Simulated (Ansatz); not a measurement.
```yaml
crystal:
  periodic: [false, false, false]
  atoms:
    - {symbol: C, position_ang: [0.191753, 0.465834, -1.067232]}
    - {symbol: C, position_ang: [0.228203, -0.931470, -0.746247]}
    - {symbol: C, position_ang: [-0.045011, -1.046600, 0.580990]}
    - {symbol: C, position_ang: [-0.261653, 0.304775, 1.124634]}
    - {symbol: C, position_ang: [-0.113522, 1.206508, 0.109233]}
    - {symbol: H, position_ang: [0.368481, 0.887958, -2.048354]}
    - {symbol: H, position_ang: [0.435601, -1.731402, -1.440888]}
    - {symbol: H, position_ang: [-0.098829, -1.960226, 1.156609]}
    - {symbol: H, position_ang: [-0.497326, 0.524819, 2.156936]}
    - {symbol: H, position_ang: [-0.207688, 2.279795, 0.174308]}
basis:
  gaussian: {orbitals: def2-SVP}
magnetization: {spin_polarized: true, initial_magnetization: 3}
hamiltonian: {xc: {name: BLYP}}
accuracy: high
```

```sh
$ ansatz run in.yaml --threads 2 --pin off --events-out ev --progress --plain --max-ram 22528MiB --backend cpu
```

Output, abridged:

```
Functional definition: BLYP
2324 factors; integrals over basis functions are off by at most 3.2e-9 eV
mean field evaluation 1: about -5242.9923 eV, gradient 4.0e1 eV
mean field evaluation 2: about -5222.3290 eV, gradient 7.1e1 eV
mean field evaluation 4: about -5250.2202 eV, gradient 2.0e1 eV
mean field evaluation 8: about -5252.2251 eV, gradient 8.9e0 eV
mean field evaluation 16: about -5252.7710 eV, gradient 2.9e-2 eV
mean field evaluation 64: about -5252.7674 eV, gradient 4.9e-2 eV
mean field -5252.77326435 eV, -193.0358570074 hartree, gradient 4.6e-8 eV, S^2 3.755703; 8 other end points of the search recorded, 0 dependent functions left out
reference -5252.77332362 eV, -193.0358591853 hartree; 19, 16 occupied and 76, 79 virtual orbitals, 2324 factors
Total energy: -5252.77332362 eV, -193.0358591853 hartree
```

Hardware: 2 threads of an AMD EPYC 7R13 on a shared host. Wall time 24 s, peak host memory 0.39 GiB.
